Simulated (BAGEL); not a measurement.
# HF/6-31G(d) (density fitting with qzvpp-jkfit, spherical functions) run of CH8BN (SMILES [BH3-][NH2+]C)

Aim: the vertical ionisation energy of CH8BN at HF/6-31G* (density fitting with qzvpp-jkfit, spherical functions), from 2 runs. 

Program for the calculation: BAGEL 1.2.2.

### Step 1. The structure to begin with

The species is CH8BN (11 atoms), meant as a singlet with charge 0. As SMILES, `[BH3-][NH2+]C`. The shape is that of a PBE0-D4/def2-TZVP optimisation.

Bond lengths: B1–N2 1.626 Å, N2–C3 1.469 Å, B1–H4 1.214 Å, B1–H5 1.214 Å, B1–H6 1.214 Å, N2–H7 1.016 Å, N2–H8 1.016 Å, C3–H9 1.089 Å, C3–H10 1.089 Å, C3–H11 1.092 Å. Some angles: B1–N2–C3 114.0°, B1–N2–H7 108.2°, B1–N2–H8 108.2°, C3–N2–H7 109.9°, C3–N2–H8 109.9°, N2–B1–H4 105.5°, N2–B1–H5 105.4°, N2–B1–H6 105.4°, N2–C3–H9 108.2°, N2–C3–H10 108.2°.

### Step 2. A single-point energy at HF/6-31G(d) (density fitting with qzvpp-jkfit, spherical functions)

The input, input.json:

```json
{ "bagel" : [

{
  "title" : "molecule",
  "basis" : "6-31gs.json",
  "df_basis" : "qzvpp-jkfit",
  "angstrom" : "true",
  "geometry" : [
    { "atom" : "B", "xyz" : [   -0.828400,    1.032000,   -0.205100 ] },
    { "atom" : "N", "xyz" : [   -0.349500,   -0.497500,    0.070800 ] },
    { "atom" : "C", "xyz" : [    1.107800,   -0.661100,    0.155200 ] },
    { "atom" : "H", "xyz" : [   -2.040900,    0.991000,   -0.245400 ] },
    { "atom" : "H", "xyz" : [   -0.325100,    1.341700,   -1.265700 ] },
    { "atom" : "H", "xyz" : [   -0.402900,    1.677500,    0.731200 ] },
    { "atom" : "H", "xyz" : [   -0.783500,   -0.815200,    0.932300 ] },
    { "atom" : "H", "xyz" : [   -0.721000,   -1.084700,   -0.669900 ] },
    { "atom" : "H", "xyz" : [    1.475700,   -0.024100,    0.957600 ] },
    { "atom" : "H", "xyz" : [    1.543500,   -0.317100,   -0.781300 ] },
    { "atom" : "H", "xyz" : [    1.389800,   -1.699400,    0.341100 ] }
  ]
},
{
  "title" : "hf"
},
{
  "title" : "print",
  "file" : "orbitals.molden",
  "orbitals" : "true"
}

]}
```

The basis set 6-31G* is read from a file made from the Basis Set Exchange's data (not shown).

Launch:

```bash
BAGEL_NUM_THREADS=1 BAGEL input.json > input.out
```

The log of the run:

```text
* using 1 threads per process

  ===============================================================
  ===============================================================

  *** Geometry ***

  { "atom" : "B", "xyz" : [     -1.565449,      1.950197,     -0.387583 ] },
  { "atom" : "N", "xyz" : [     -0.660459,     -0.940139,      0.133793 ] },
  { "atom" : "C", "xyz" : [      2.093439,     -1.249298,      0.293285 ] },
  { "atom" : "H", "xyz" : [     -3.856742,      1.872719,     -0.463739 ] },
  { "atom" : "H", "xyz" : [     -0.614350,      2.535446,     -2.391826 ] },
  { "atom" : "H", "xyz" : [     -0.761371,      3.170016,      1.381768 ] },
  { "atom" : "H", "xyz" : [     -1.480600,     -1.540505,      1.761792 ] },
  { "atom" : "H", "xyz" : [     -1.362493,     -2.049786,     -1.265928 ] },
  { "atom" : "H", "xyz" : [      2.788669,     -0.045542,      1.809602 ] },
  { "atom" : "H", "xyz" : [      2.916792,     -0.599232,     -1.476443 ] },
  { "atom" : "H", "xyz" : [      2.626341,     -3.211401,      0.644586 ] },

  Number of auxiliary basis functions:      371

  Since a DF basis is specified, we compute 2- and 3-index integrals:
    o Being stored without compression. Storage requirement is 0.010 GB

  Number of basis functions:       58
  Number of electrons      :       26

    * METHOD: MOLECULE                             0.11

  *** RHF ***

  === Nuclear Repulsion ===
    82.5263500521

      * DIIS with orbital gradients will be used.

  === RHF iteration (6-31gs.json) ===
      0       -121.52811360          0.02085659           0.02
      1       -121.62295904          0.00823226           0.02
      2       -121.63790369          0.00245027           0.02
      3       -121.63931943          0.00035697           0.02
      4       -121.63935773          0.00006939           0.02
      5       -121.63936005          0.00001502           0.02
      6       -121.63936017          0.00000574           0.02
      7       -121.63936018          0.00000126           0.02
      8       -121.63936018          0.00000018           0.02
      9       -121.63936018          0.00000006           0.02
     10       -121.63936018          0.00000002           0.02
     11       -121.63936018          0.00000000           0.02
    * SCF iteration converged.

    * Permanent dipole moment:
           (   -0.751552,     2.066670,    -0.376777) a.u.

    * METHOD: HF                                   0.29

    * METHOD: PRINT                                0.01

  ===============================================================
```

Run time: 0.7 s. Hardware: 1 thread of Intel Xeon Platinum 8488C (Sapphire Rapids), shared host; peak memory 0.08 GiB.

### Step 3. The doublet cation, same level

The input, calc.json:

```json
{ "bagel" : [

{
  "title" : "molecule",
  "basis" : "6-31gs.json",
  "df_basis" : "qzvpp-jkfit",
  "angstrom" : "true",
  "geometry" : [
    { "atom" : "B", "xyz" : [      -0.828400,       1.032000,      -0.205100 ] },
    { "atom" : "N", "xyz" : [      -0.349500,      -0.497500,       0.070800 ] },
    { "atom" : "C", "xyz" : [       1.107800,      -0.661100,       0.155200 ] },
    { "atom" : "H", "xyz" : [      -2.040900,       0.991000,      -0.245400 ] },
    { "atom" : "H", "xyz" : [      -0.325100,       1.341700,      -1.265700 ] },
    { "atom" : "H", "xyz" : [      -0.402900,       1.677500,       0.731200 ] },
    { "atom" : "H", "xyz" : [      -0.783500,      -0.815200,       0.932300 ] },
    { "atom" : "H", "xyz" : [      -0.721000,      -1.084700,      -0.669900 ] },
    { "atom" : "H", "xyz" : [       1.475700,      -0.024100,       0.957600 ] },
    { "atom" : "H", "xyz" : [       1.543500,      -0.317100,      -0.781300 ] },
    { "atom" : "H", "xyz" : [       1.389800,      -1.699400,       0.341100 ] }
  ]
},

{
  "title" : "uhf",
  "charge" : 1,
  "nopen" : 1
},

{
  "title" : "print",
  "file" : "orbitals.molden",
  "orbitals" : "true"
}

]}
```

The basis set 6-31G* is read from a file made from the Basis Set Exchange's data (not shown).

Launch:

```bash
BAGEL_NUM_THREADS=1 BAGEL calc.json > calc.out
```

The log of the run:

```text
* using 1 threads per process

  ===============================================================
  ===============================================================

  *** Geometry ***

  { "atom" : "B", "xyz" : [     -1.565449,      1.950197,     -0.387583 ] },
  { "atom" : "N", "xyz" : [     -0.660459,     -0.940139,      0.133793 ] },
  { "atom" : "C", "xyz" : [      2.093439,     -1.249298,      0.293285 ] },
  { "atom" : "H", "xyz" : [     -3.856742,      1.872719,     -0.463739 ] },
  { "atom" : "H", "xyz" : [     -0.614350,      2.535446,     -2.391826 ] },
  { "atom" : "H", "xyz" : [     -0.761371,      3.170016,      1.381768 ] },
  { "atom" : "H", "xyz" : [     -1.480600,     -1.540505,      1.761792 ] },
  { "atom" : "H", "xyz" : [     -1.362493,     -2.049786,     -1.265928 ] },
  { "atom" : "H", "xyz" : [      2.788669,     -0.045542,      1.809602 ] },
  { "atom" : "H", "xyz" : [      2.916792,     -0.599232,     -1.476443 ] },
  { "atom" : "H", "xyz" : [      2.626341,     -3.211401,      0.644586 ] },

  Number of auxiliary basis functions:      371

  Since a DF basis is specified, we compute 2- and 3-index integrals:
    o Being stored without compression. Storage requirement is 0.010 GB

  Number of basis functions:       58
  Number of electrons      :       26

    * METHOD: MOLECULE                             0.12

  *** Open-shell HF ***

  === Nuclear Repulsion ===
    82.5263500521

      * DIIS with orbital gradients will be used.

  === UHF iteration (6-31gs.json) ===
      0       -121.17900145          0.03563205           0.04
      1       -121.26783755          0.01315838           0.03
      2       -121.27887655          0.00685590           0.03
      3       -121.28181599          0.00137931           0.03
      4       -121.28235809          0.00027079           0.03
      5       -121.28241335          0.00012197           0.03
      6       -121.28242775          0.00004536           0.03
      7       -121.28242984          0.00003521           0.04
      8       -121.28243090          0.00003020           0.03
      9       -121.28243149          0.00002961           0.04
[... 18 lines of this table left out ...]
     28       -121.28242528          0.00000007           0.03
     29       -121.28242528          0.00000003           0.04
     30       -121.28242528          0.00000002           0.03
     31       -121.28242528          0.00000001           0.03
    * SCF iteration converged.

    * S^2 (UHF) is 0.7769

    * Permanent dipole moment:
           (    0.255503,     0.025935,     0.007188) a.u.

    * METHOD: UHF                                  1.16

    * METHOD: PRINT                                0.01

  ===============================================================
```

Run time: 1.6 s. Hardware: 1 thread of Intel Xeon Platinum 8488C (Sapphire Rapids), shared host; peak memory 0.08 GiB.

### Step 4. Outcome

Level: HF/6-31G* (density fitting with qzvpp-jkfit, spherical functions).

| quantity | value |
| --- | --- |
| singlet CH8BN: total energy | -121.63936 Eh |
| singlet CH8BN: dipole moment | 5.67 D |
| singlet CH8BN: HOMO energy | -10.98 eV |
| singlet CH8BN: LUMO energy | 4.95 eV |
| singlet CH8BN: HOMO–LUMO gap | 15.92 eV |
| doublet cation: total energy | -121.28243 Eh |
| doublet cation: ⟨S²⟩ | 0.777 |
| vertical ionisation energy (to the doublet cation) | 9.713 eV |

Removing an electron at fixed nuclei costs 9.71 eV (937 kJ/mol). −ε(HOMO) before ionisation, 10.98 eV, is 1.26 eV above this ionisation energy.
